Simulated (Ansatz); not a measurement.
# H3Si–SiH, singlet in cc-pVDZ: errors against RCCSDT(Q)

Geometry: displaced at random from a stationary point.

```xyz
6

Si    0.0027    0.0399    1.1379
Si    0.0019   -0.0899   -1.2612
H     0.0499    1.4172    1.7454
H     1.1448   -0.7331    1.5935
H    -1.2930   -0.7170    1.5420
H    -0.0316    1.4261   -1.4470
```

Basis cc-pVDZ; Ansatz 0.2.0. Only valence electrons are correlated (noble-gas cores frozen), which leaves 12 electrons in 46 orbitals. Prefix R: restricted or restricted open-shell reference; prefix U: unrestricted. Active spaces: frontier = (8e, 8o) about the gap.

Full CI isn't at hand for all of this; RCCSDT(Q) serves as the reference, and is uncertain by about the last step of the cluster series. The frozen core follows each run's orbitals, which can shift R against U totals by a few meV.

Unrestricted rows (U) aren't spin-pure: their determinants' ⟨S²⟩ exceeds S(S+1) by up to 0.46, so they mix in states of higher spin.

- UHF ⟨S²⟩: 0.459
- T1 diagnostic (RCCSD): 0.0150
- largest doubles amplitude (RCCSD): 0.086

```tsv
level	E − E(RHF) (eV)
UHF	-0.1217
RMP2	-5.0867
UMP2	-4.9507
RCCSD	-6.4175
UCCSD	-6.4043
RCCSD(T)	-6.5840
UCCSD(T)	-6.5737
```

Estimate how far RCCSDT(Q) in cc-pVDZ lies from RCCSD(T). The table doesn't fix it; the size of (T) and the diagnostics are the guide.

RCCSDT(Q) in cc-pVDZ lies 4.2 kJ/mol below RCCSD(T), which is 26 % of the (T) step (-16.1 kJ/mol). RHF is unstable towards spin polarisation, and the rest is a large part of (T).

The other levels:

```json
{"level": "CISD", "E − E(RCCSDT(Q)) (kJ/mol)": "81.2", "share of correlation (%)": "87.30", "wall time": "1.3 s"}
{"level": "BCCD(T)", "E − E(RCCSDT(Q)) (kJ/mol)": "4.1", "share of correlation (%)": "99.36", "wall time": "0.69 s"}
{"level": "RCCSDT", "E − E(RCCSDT(Q)) (kJ/mol)": "0.8", "share of correlation (%)": "99.87", "wall time": "–"}
{"level": "UCCSDT", "E − E(RCCSDT(Q)) (kJ/mol)": "1.0", "share of correlation (%)": "99.85", "wall time": "–"}
{"level": "UCCSDT(Q)", "E − E(RCCSDT(Q)) (kJ/mol)": "0.0", "share of correlation (%)": "99.99", "wall time": "92 s"}
```

The correlation energy at RCCSDT(Q), counted from RHF, is -6.627 eV. That run took 21 s on 1 thread of Arm Neoverse V2, shared host.

Run but not shown, since their state or frozen core can't be matched to the reference's or they repeat it: CASSCF (frontier space), NEVPT2 (frontier space), MRCISD (frontier space), MRCISD+Q (frontier space).

Times hold each run's SCF and search for its determinant on a shared host, so for small cases they say little of a method's own cost; they ran on 1 thread of Arm Neoverse V2.
